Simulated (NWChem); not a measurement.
System: nitrogen (N2); SMILES N#N

```xyz
2

N      0.0000     0.0000     0.5447
N      0.0000     0.0000    -0.5447
```
Atoms are numbered in this order, from 1.

Results from NWChem. The geometry was optimised at PBE0-D3(BJ)/def2-TZVP. GIAO values for the isolated, static molecule; σ is the absolute isotropic shielding.

```
level                  basis functions  σ N1 (ppm)
---------------------  ---------------  ----------
Hartree-Fock/pcSseg-0               18      -147.7
Hartree-Fock/pcSseg-1               34      -107.5
Hartree-Fock/pcSseg-2               72      -102.4
Hartree-Fock/pcSseg-3              144      -104.1
```
